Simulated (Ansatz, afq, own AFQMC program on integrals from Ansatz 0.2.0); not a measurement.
Ga, doublet in cc-pVTZ, levels against full CI

A free Ga atom.

Basis cc-pVTZ. Noble-gas cores (and the filled d shells of Ga–Kr and In–Xe) are frozen. Ansatz 0.2.0 and our own AFQMC program on the same integrals; the CISD trial comes from CCSD amplitudes, and released means the phaseless constraint is let go. Free AFQMC starts from the CCSD state and is never constrained. Its projection time is finite, and what remains of the start isn't in its error. ± is one standard error of the sampling. No spin–orbit coupling.

Determinant: UHF, the one that the program's search chose, which needn't be the lowest solution.

Full CI on the same integrals is exact in this basis and with this determinant's frozen core.

Cautions: no relativity below Rb; no spin-orbit coupling; inner d shell frozen.

- T1 diagnostic: 0.0134
- weight of the determinant in the CISD state: 0.944
- ⟨S²⟩ of the determinant: 0.763
- size of the correlated space: 3 electrons in 29 orbitals

Reference: full CI, correlation energy -1.298 eV. The released energy is read at 2.40 1/Eh (meV from the phaseless value at times in 1/Eh: 0.4 ± 2.0 at 0.24, 2.8 ± 1.9 at 0.51, -0.4 ± 1.4 at 0.99, -1.3 ± 1.7 at 1.62, -0.5 ± 2.2 at 2.40).

```csv
level,E − E(reference) (mEh),share of correlation (%)
HF,47.69,0.00
MP2,14.31,69.99
CCSD,1.16,97.57
CCSD(T),0.30,99.36
ph-AFQMC/CISD,-0.03 ± 0.06,100.06
released AFQMC,-0.05 ± 0.08,100.10
free AFQMC,-0.02 ± 0.07,100.04
```

Free projections are given only where their last times agree within the noise and don't stop above the reference; a slow remainder of the start can still hide under it. A walk keeps the symmetry of its determinant, which the program's search chose and which needn't be the lowest solution, so a lower state of the same spin and another symmetry isn't excluded. Released energies are given only where the last usable release times agree within the noise; a slower fall can still hide under it.
